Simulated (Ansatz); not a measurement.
# A ladder of methods for PF3 (phosphorus trifluoride)

PF3: 4 atoms, total charge 0, spin state singlet. SMILES: `FP(F)F`. Geometry: optimised at B3LYP/def2-SVP.

```xyz
4

F     0.8508   -0.6764    0.8908
P    -0.3044    0.3219    0.4014
F    -1.0819   -0.7103   -0.5477
F     0.5355    1.0649   -0.7446
```

Quantity: the dissociation energy of the P2–F1 bond into doublet PF2 and doublet F (shapes relaxed at B3LYP/def2-SVP, no zero-point term), in eV. The values are calculated.

```tsv
level	kind	program	value (eV)	CPU time (all runs)
HF/def2-TZVPP	Hartree–Fock	Ansatz	3.91	2.4 s
BLYP/def2-TZVPP	GGA	Ansatz	5.57	3.9 s
PBE/def2-TZVPP	GGA	Ansatz	5.76	3.6 s
B3LYP/def2-TZVPP	global hybrid	Ansatz	5.51	4.6 s
PBE0-D4/def2-TZVPP	global hybrid	Ansatz	5.55	4.5 s
CAM-B3LYP/def2-TZVPP	range-separated hybrid	Ansatz	5.64	5.5 s
RPA@PBE/def2-TZVPP	RPA	Ansatz	5.14	7.3 s
MP2/def2-TZVPP	perturbation theory	Ansatz	5.97	3.7 s
```

The values span 3.91 to 5.97 eV. Hartree–Fock misses the correlation of the electron pair that is broken and comes out low. Measured bond enthalpies also hold zero-point and thermal terms, a few tenths of an eV less. CPU times are rough (shared hosts, several kinds of processor): they show what a rung costs within a factor of a few.
